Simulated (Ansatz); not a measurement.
This geometry of AlH3O + H4Si (10 atoms, charge 0, multiplicity 1) is a first-order saddle point.

Computed with RKS r2SCAN-D4/def2-SVP (Ansatz 0.2.0).

```xyz
10
Properties=species:S:1:pos:R:3
Al 0.192 0.193 0.116
O -0.199 -0.370 1.857
H -1.090 -0.677 2.083
H 1.714 -0.011 -0.261
H -1.045 0.042 -0.869
Si 0.052 2.651 1.082
H 1.155 3.227 1.910
H 0.340 3.020 -0.351
H -1.238 3.324 1.437
H -0.195 0.897 1.775
```

Question: Which two structures does it join? (They come from a converged band through this point; their orientation in space is the band's.)

Answer: Bonds broken: Si6–H10. Bonds formed: Al1–Si6, O2–H10. AlH3O + H4Si becomes AlH7OSi.

Initial state:

```xyz
10
Properties=species:S:1:pos:R:3
Al 0.048 -0.145 0.375
O -0.279 -1.231 1.657
H -1.148 -1.448 2.004
H 1.557 -0.087 -0.097
H -1.147 0.514 -0.453
Si 0.124 2.969 1.040
H 1.007 3.822 1.883
H 0.570 2.967 -0.378
H -1.302 3.371 1.170
H 0.256 1.563 1.578
```

Final state:

```xyz
10
Properties=species:S:1:pos:R:3
Al 0.167 0.441 -0.001
O -0.222 -0.377 1.818
H -1.129 -0.261 2.142
H 1.632 -0.154 -0.226
H -1.087 -0.181 -0.774
Si 0.018 2.815 0.670
H 0.932 3.119 1.831
H 0.359 3.820 -0.391
H -1.354 3.190 1.170
H 0.369 -0.117 2.541
```

Question: How far does it lie above each of them?

Answer: 1.28 eV above the first and 0.82 eV above the second. This is the barrier of this one path; another mechanism may lie lower. The orbitals stay closed-shell, which can raise the energy where a bond breaks towards radicals; this wasn't checked here.

Run time: 3.4 min on 2 threads of Intel(R) Xeon(R) 6975P-C (Granite Rapids), with other jobs on the host, peak memory 0.16 GiB.
